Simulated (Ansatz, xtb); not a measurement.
**H4NOP: which of two structures lies lower**

Structure I: `NPO`, a singlet. Structure II: a singlet given by its coordinates. Both are isolated molecules in the gas phase, relaxed with r2SCAN-D4/def2-TZVP; the shapes shown needn't be the lowest conformers.

I (Å):

```yaml
atoms:
  - { symbol: N, position_ang: [0.8644, -0.3126, 1.6072] }
  - { symbol: O, position_ang: [0.0115, -1.1064, -0.8344] }
  - { symbol: P, position_ang: [0.0768, 0.1975, 0.2078] }
  - { symbol: H, position_ang: [0.2788, -0.6423, 2.3593] }
  - { symbol: H, position_ang: [1.7356, -0.8234, 1.5516] }
  - { symbol: H, position_ang: [1.2421, 0.7302, -0.4001] }
  - { symbol: H, position_ang: [-0.9002, -1.4071, -0.9157] }
```

II (Å):

```xyz
7

N     0.6836   -0.3482   -0.4816
O    -0.7065    0.0302    1.8599
P     0.4032   -0.6284    1.1449
H    -0.0663   -0.6513   -1.0921
H     0.9331    0.6088   -0.7027
H     1.6914   -0.3494    1.6516
H     0.3519   -2.0395    1.1296
```

Close contacts (Å): N1–P3 1.67, O2–P3 1.48, N1–H4 1.01, N1–H5 1.01, P3–H6 1.41, P3–H7 1.41.

Estimate E(II) − E(I) at the level CCSD(T)/def2-TZVPP.

Calculated at CCSD(T)/def2-TZVPP: E(II) − E(I) = −0.208 eV, so structure II lies lower.

The same difference at several levels:

```json
{"level": "GFN2-xTB", "geometry": "GFN2-xTB", "E(II) − E(I) (eV)": "−0.341", "departure from the last row (eV)": "−0.133", "job, with rough time for the two": "optimisation, 0.55 s"}
{"level": "HF/STO-3G", "geometry": "GFN2-xTB", "E(II) − E(I) (eV)": "+3.518", "departure from the last row (eV)": "+3.726", "job, with rough time for the two": "single point, 1 s"}
{"level": "r2SCAN-D4/def2-SVP", "geometry": "GFN2-xTB", "E(II) − E(I) (eV)": "+0.022", "departure from the last row (eV)": "+0.230", "job, with rough time for the two": "single point, 4.9 s"}
{"level": "r2SCAN-D4/def2-TZVP", "geometry": "r2SCAN-D4/def2-TZVP", "E(II) − E(I) (eV)": "−0.337", "departure from the last row (eV)": "−0.129", "job, with rough time for the two": "optimisation, 88 s"}
{"level": "HF/def2-TZVPP", "geometry": "r2SCAN-D4/def2-TZVP", "E(II) − E(I) (eV)": "−0.251", "departure from the last row (eV)": "−0.044", "job, with rough time for the two": "part of the CCSD(T) run"}
{"level": "MP2/def2-TZVPP", "geometry": "r2SCAN-D4/def2-TZVP", "E(II) − E(I) (eV)": "−0.334", "departure from the last row (eV)": "−0.126", "job, with rough time for the two": "part of the CCSD(T) run"}
{"level": "CCSD(T)/def2-TZVPP", "geometry": "r2SCAN-D4/def2-TZVP", "E(II) − E(I) (eV)": "−0.208", "departure from the last row (eV)": "", "job, with rough time for the two": "single point, 92 s"}
```

HF/STO-3G, r2SCAN-D4/def2-SVP put the two in the other order. The largest departure from CCSD(T)/def2-TZVPP is that of HF/STO-3G, 3.726 eV.

With harmonic frequencies from r2SCAN-D4/def2-TZVP (ideal gas, rigid rotor, one conformer each, 298.15 K, 1 atm): on the last row, ΔE + ΔZPE = −0.229, ΔH = −0.238, ΔG = −0.222 eV.

The correlated steps freeze 7 core orbitals. Mirror images aren't counted in ΔG. Codes used: Ansatz 0.2.0, xtb 6.7.1; the last row on 2 threads of AMD EPYC (Zen 3) on a shared host.
